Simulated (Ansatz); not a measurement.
# triplet SiH3Cl at 5 levels

Wanted: a comparison of 5 runs (UHF/STO-3G, UHF/3-21G, UB3LYP/6-31G*, UPBE/aug-cc-pVDZ, UMP2/aug-cc-pVDZ) of triplet SiH3Cl. 

Program for the calculation: Ansatz 0.2.0.

15 further runs of the same task are left out: 15 set aside as unsound or not needed.

## Step 1: The system as given

The species is SiH3Cl (5 atoms), meant as a triplet with charge 0. SMILES of the parent species: `[SiH3]Cl`. Geometry: relaxed at PBE0-D4/def2-TZVP. That shape belongs to the parent species and isn't relaxed for this state.

Bond lengths: Si1–Cl2 2.054 Å, Si1–H3 1.481 Å, Si1–H4 1.481 Å, Si1–H5 1.481 Å. Angles: Cl2–Si1–H3 108.5°, Cl2–Si1–H4 108.5°, Cl2–Si1–H5 108.5°, H3–Si1–H4 110.4°, H3–Si1–H5 110.4°, H4–Si1–H5 110.4°.

## Step 2: A single-point energy at UHF/STO-3G (run 1)

run.yaml reads:

```yaml
basis:
  gaussian:
    orbitals: STO-3G
crystal:
  periodic: [false, false, false]
  atoms:
    - {symbol: Si, position_ang: [-0.112000, 0.018600, -0.030900]}
    - {symbol: Cl, position_ang: [1.838300, -0.513500, 0.329900]}
    - {symbol: H, position_ang: [-0.950900, -0.488300, 1.079100]}
    - {symbol: H, position_ang: [-0.534700, -0.585700, -1.314900]}
    - {symbol: H, position_ang: [-0.190800, 1.495400, -0.104700]}
hamiltonian:
  xc: hf
output: {orbitals: {seedname: orbitals}}
magnetization:
  spin_polarized: true
  initial_magnetization: 2
accuracy: high
```

Command:

```
$ ansatz run run.yaml --threads 1 --pin off --max-ram 2610MiB --events-out events.jsonl --progress --plain --runs-dir runs
```

Output:

```text
Warning: RAYON_NUM_THREADS=1 ignored (pool sized by the plan → 1); use --threads N
Functional definition: HF
  name "HF"
  exchange = exact_x
  correlation = 0
364 factors; integrals over basis functions are off by at most 9.2e-9 eV
mean field evaluation 1: about -20177.2892 eV, gradient 8.6e0 eV
mean field evaluation 2: about -20177.3724 eV, gradient 8.6e0 eV
mean field evaluation 4: about -20179.6210 eV, gradient 3.2e0 eV
mean field evaluation 8: about -20180.5253 eV, gradient 1.3e-1 eV
mean field evaluation 16: about -20180.5225 eV, gradient 4.2e-6 eV
mean field evaluation 32: about -20180.5225 eV, gradient 1.1e-4 eV
mean field evaluation 64: about -20180.5225 eV, gradient 3.4e-3 eV
mean field evaluation 96: about -20180.4862 eV, gradient 1.1e0 eV
mean field evaluation 128: about -20180.5225 eV, gradient 3.7e-4 eV
mean field evaluation 160: about -20176.2158 eV, gradient 7.1e0 eV
mean field evaluation 192: about -20180.5214 eV, gradient 2.0e-1 eV
mean field evaluation 224: about -20178.8315 eV, gradient 4.6e0 eV
mean field evaluation 256: about -20180.5225 eV, gradient 8.3e-5 eV
mean field -20180.52252753 eV, -741.6205240373 hartree, gradient 2.0e-8 eV, S^2 2.001664; 6 other end points of the search recorded, 0 dependent functions left out
reference -20180.52252753 eV, -741.6205240373 hartree; 18, 16 occupied and 3, 5 virtual orbitals, 364 factors
Total energy: -20180.52252753 eV, -741.6205240373 hartree
```

It took 0.38 s on 1 thread of AMD EPYC 9R45 (Zen 5), shared host.

## Step 3: A single-point energy at UHF/3-21G (run 2)

job.yaml reads:

```yaml
crystal:
  periodic: [false, false, false]
  atoms:
    - {symbol: Si, position_ang: [-0.112000, 0.018600, -0.030900]}
    - {symbol: Cl, position_ang: [1.838300, -0.513500, 0.329900]}
    - {symbol: H, position_ang: [-0.950900, -0.488300, 1.079100]}
    - {symbol: H, position_ang: [-0.534700, -0.585700, -1.314900]}
    - {symbol: H, position_ang: [-0.190800, 1.495400, -0.104700]}
basis:
  gaussian:
    orbitals: 3-21G.json
magnetization:
  spin_polarized: true
  initial_magnetization: 2
hamiltonian:
  xc: hf
accuracy: high
output:
  orbitals: {seedname: orbitals}
```

The basis set 3-21G is read from a file made from the Basis Set Exchange's data (not shown).

Command:

```
$ ansatz run job.yaml --threads 1 --pin off --max-ram 2610MiB --events-out events.jsonl --progress --plain --runs-dir runs
```

Output (excerpt; [...] marks lines left out):

```text
Warning: RAYON_NUM_THREADS=1 ignored (pool sized by the plan → 1); use --threads N
Functional definition: HF
  name "HF"
[...]
674 factors; integrals over basis functions are off by at most 3.4e-9 eV
[...]
mean field -20304.60146935 eV, -746.1803410453 hartree, gradient 7.6e-9 eV, S^2 2.007330; 3 other end points of the search recorded, 0 dependent functions left out
reference -20304.60146935 eV, -746.1803410453 hartree; 18, 16 occupied and 14, 16 virtual orbitals, 674 factors
Total energy: -20304.60146935 eV, -746.1803410453 hartree
```

It took 0.86 s on 1 thread of AMD EPYC 9R45 (Zen 5), shared host; peak memory 0.12 GiB.

Runs 3 to 4 aren't shown in full; the table further down has their settings and results.

## Step 4: The energy at UMP2/aug-cc-pVDZ (run 5)

molecule.yaml reads:

```yaml
crystal:
  periodic: [false, false, false]
  atoms:
    - symbol: Si
      position_ang: [-0.112000, 0.018600, -0.030900]
    - symbol: Cl
      position_ang: [1.838300, -0.513500, 0.329900]
    - symbol: H
      position_ang: [-0.950900, -0.488300, 1.079100]
    - symbol: H
      position_ang: [-0.534700, -0.585700, -1.314900]
    - symbol: H
      position_ang: [-0.190800, 1.495400, -0.104700]
basis:
  gaussian:
    orbitals: aug-cc-pVDZ
magnetization:
  spin_polarized: true
  initial_magnetization: 2
correlation:
  method: mp2
  frozen_orbitals: {Cl: 5, H: 0, Si: 5}
total_charge: 0
accuracy: high
```

Command:

```
$ ansatz run molecule.yaml --threads 1 --pin off --max-ram 2610MiB --events-out events.jsonl --progress --plain --runs-dir runs
```

Output (excerpt; [...] marks lines left out):

```text
Warning: RAYON_NUM_THREADS=1 ignored (pool sized by the plan → 1); use --threads N
Functional definition: HF
  name "HF"
[...]
1640 factors; integrals over basis functions are off by at most 3.8e-9 eV
[...]
mean field -20407.17894075 eV, -749.9499935900 hartree, gradient 2.9e-8 eV, S^2 2.012529; 23 other end points of the search recorded, 0 dependent functions left out
10 core orbitals not correlated: weight in the atoms' cores, before any rotation towards them, 1.000 or more for the frozen orbitals, at most 0.000 for the correlated occupied ones
reference -20407.17894075 eV, -749.9499935900 hartree; 8, 6 occupied and 63, 65 virtual orbitals, 1640 factors
second order -6.77608407 eV of doubles, -0.00000000 eV of singles
Total energy: -20413.95502483 eV, -750.1990100867 hartree
```

It took 19 s on 1 thread of AMD EPYC 9R45 (Zen 5), shared host; peak memory 0.28 GiB.

## Step 5: Overview of the runs

```csv
run,level,frozen core orbitals,energy (Eh),HOMO energy (eV),⟨S²⟩,wall time
1,UHF/STO-3G,–,-741.620524,-0.36,2.002,0.38 s
2,UHF/3-21G,–,-746.180341,-4.17,2.007,0.86 s
3,UB3LYP/6-31G* (spherical functions),–,-751.265162,-2.06,2.004,9 s
4,UPBE/aug-cc-pVDZ,–,-750.945493,-2.08,2.002,19 s
5,UMP2/aug-cc-pVDZ,10,-750.199010,–,2.013,19 s
```

## Step 6: Summary of results

| quantity | value |
| --- | --- |
| run 5: total energy | -750.19901 Eh |
| run 5: correlation energy (10 core orbitals frozen) | -249.0 mEh |
| run 5: ⟨S²⟩ of the reference determinant | 2.013 |

Totals of different functionals can't be ranked against each other. In run 1 the basis is minimal, so the values are rough. All runs together took 48 s, the longest 19 s.
